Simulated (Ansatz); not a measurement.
Abridged output of a molecular run in Ansatz:

```
Functional definition: HF
1917 factors; integrals over basis functions are off by at most 1.0e-3 eV
mean field evaluation 1: about -7344.5743 eV, gradient 4.8e1 eV
mean field evaluation 2: about -7344.8572 eV, gradient 4.8e1 eV
mean field evaluation 4: about -7350.3529 eV, gradient 6.4e0 eV
mean field evaluation 8: about -7350.4787 eV, gradient 5.1e-1 eV
mean field evaluation 16: about -7350.4806 eV, gradient 2.0e-6 eV
mean field -7350.48059918 eV, -270.1251796851 hartree, gradient 2.0e-6 eV, S^2 0.000000; 0 other end points of the search recorded, 0 dependent functions left out
6 core orbitals not correlated: weight in the atoms' cores, before any rotation towards them, 1.000 or more for the frozen orbitals, at most 0.000 for the correlated occupied ones
reference -7350.48059918 eV, -270.1251796851 hartree; 18, 18 occupied and 302, 302 virtual orbitals, 1917 factors
second order -29.60803711 eV of doubles, -0.00000000 eV of singles
cycle   1  -30.11315270 eV  change   -5.1e-1 eV  update   1.2e-1
cycle   2  -30.82655320 eV  change   -7.1e-1 eV  update   3.5e-2
cycle   3  -31.00306694 eV  change   -1.8e-1 eV  update   1.8e-2
cycle   4  -30.99425862 eV  change    8.8e-3 eV  update   4.5e-3
cycle   5  -30.99370413 eV  change    5.5e-4 eV  update   2.0e-3
cycle   6  -30.99439377 eV  change   -6.9e-4 eV  update   6.4e-4
cycle   7  -30.99415053 eV  change    2.4e-4 eV  update   2.4e-4
cycle   8  -30.99410429 eV  change    4.6e-5 eV  update   7.9e-5
cycle   9  -30.99412581 eV  change   -2.2e-5 eV  update   2.8e-5
perturbative correction -1.26472274 eV, -0.0464777035 hartree
Total energy: -7382.73944773 eV, -271.3106705037 hartree
```

Its atoms:

```xyz
16

C     1.6511   -0.1045   -1.0352
C     0.8842    0.8482   -0.1324
C    -0.6316    0.7504   -0.2694
C    -1.2177   -0.5844    0.1549
C    -1.1920   -0.8530    1.6292
O    -0.8380   -0.0720    2.4697
H     1.3818    0.0416   -2.0857
H     2.7283    0.0519   -0.9454
H     1.4591   -1.1519   -0.7882
H     1.1632    0.6831    0.9117
H     1.1805    1.8758   -0.3657
H    -0.9115    0.9397   -1.3114
H    -1.0959    1.5382    0.3301
H    -2.2733   -0.6666   -0.1411
H    -0.7322   -1.4330   -0.3430
H    -1.5562   -1.8633    1.9219
```

Q: Which basis set was used?
A. def2-TZVPP
B. cc-pV(D+d)Z
C. def2-SVP
D. cc-pV(Q+d)Z

A: A. It gives 326 functions.

Q: Write the keys of the input that set method, charge and spin (a neutral closed shell needs none for the last two).

A: 
```yaml
correlation: {method: ccsd_t}
```
